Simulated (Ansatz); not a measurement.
Two isomers of C5H8O: A = `CC1=CCCO1`, B = `CC1=C(O)CC1`.

Program: Ansatz. Geometries: PBE0-D4/def2-TZVP. ΔE: electronic, gas phase. CBS: MP2 limit from def2 TZ/QZ plus the TZ coupled-cluster correction, frozen cores. DFT in def2-TZVPP. B3LYP here is the variant with VWN-RPA as its local correlation; programs differ in this. One conformer a species, not always the lowest.

(1) Which isomer does CCSD(T)/CBS put lower? Give the gap. (An estimate is asked.)

(2) Give E(B) − E(A) in kJ/mol with CCSD(T)/def2-TZVPP, HF/def2-TZVPP, B2PLYP, MP2/def2-TZVPP, CCSD/def2-TZVPP, PBE-D4, B3LYP. (An estimate is asked.)

Largest T1 diagnostic: 0.012.

Answers

(1) The calculation gave: A, by 61.8 kJ/mol.

(2) Ansatz gave: CCSD(T)/def2-TZVPP 63.4, HF/def2-TZVPP 73.6, B2PLYP 63.5, MP2/def2-TZVPP 57.5, CCSD/def2-TZVPP 64.2, PBE-D4 53.6, B3LYP 63.1. None reverses the order clearly.

From PBE to PBE0 (25 % exact exchange), in def2-TZVPP and without D4, E(B) − E(A) moves by +3.2 kJ/mol. In def2-TZVPP, CCSD(T) changes the Hartree–Fock value by −10.2 kJ/mol (the triples alone add −0.7 kJ/mol) and MP2 by −16.2 kJ/mol.
